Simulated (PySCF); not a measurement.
Stepwise substitution at one centre (Si Cl-H). All species are isolated molecules in the gas phase. Strings in code marks are SMILES.

The four lowest singlet excitations (Tamm–Dancoff). These are CAM-B3LYP-D3(BJ)/def2-TZVP (PySCF 2.14.0) values and carry that method's errors. Excitations are Tamm–Dancoff values on a coarser integration grid. The basis has no diffuse functions, so Rydberg states are missing or too high.

| state | energy (eV) | wavelength (nm) | oscillator strength |
|---|---|---|---|
| S1 | 8.07 | 154 | 0.000 |
| S2 | 8.40 | 148 | 0.006 |
| S3 | 8.40 | 148 | 0.006 |
| S4 | 8.44 | 147 | 0.056 |

Identify which member gives these states.
(A) `Cl[SiH2]Cl`
(B) `Cl[SiH](Cl)Cl`
(C) `Cl[Si](Cl)(Cl)Cl`

B, `Cl[SiH](Cl)Cl`
